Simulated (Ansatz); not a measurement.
The input, for Ansatz 0.2.0:

```yaml
crystal:
  periodic: [false, false, false]
  atoms:
    - {symbol: Zr, position_ang: [0.029735, 0.001841, -0.471887]}
    - {symbol: N, position_ang: [-0.135139, 0.606678, 1.540763]}
    - {symbol: N, position_ang: [-0.058519, -0.618672, 1.532583]}
basis:
  gaussian: {orbitals: def2-SVP, point_charges: [{charge: 0.50, position_ang: [3.706, 0.773, 0.068]}]}
magnetization: {spin_polarized: false}
correlation: {method: mp2, electrons: valence}
```

```sh
$ ansatz run in.yaml --threads 1 --pin off --events-out ev --progress --plain --max-ram 2393MiB
```

The program prints:

```
614 factors; integrals over basis functions are off by at most 1.2e-3 eV
mean field evaluation 1: about -4219.0829 eV, gradient 3.4e1 eV
mean field evaluation 2: about -4219.0913 eV, gradient 3.4e1 eV
mean field evaluation 4: about -4223.4173 eV, gradient 3.8e0 eV
mean field evaluation 8: about -4223.6246 eV, gradient 5.9e-1 eV
mean field evaluation 16: about -4223.6409 eV, gradient 2.7e-6 eV
mean field evaluation 32: about -4223.0154 eV, gradient 3.4e0 eV
mean field -4223.64089680 eV, -155.2159400709 hartree, gradient 2.7e-6 eV, S^2 0.000000; 3 other end points of the search recorded, 0 dependent functions left out; unrestricted orbitals would lower it
2 core orbitals not correlated: weight in the atoms' cores, before any rotation towards them, 1.000 or more for the frozen orbitals, at most 0.000 for the correlated occupied ones
reference -4223.64089680 eV, -155.2159400709 hartree; 11, 11 occupied and 46, 46 virtual orbitals, 614 factors
second order -15.21562404 eV of doubles, -0.00000000 eV of singles
Total energy: -4238.85652085 eV, -155.7751039409 hartree
```

Ran on 1 thread of Arm Neoverse V2, shared host: 0.75 s wall, 0.17 GiB peak host memory.
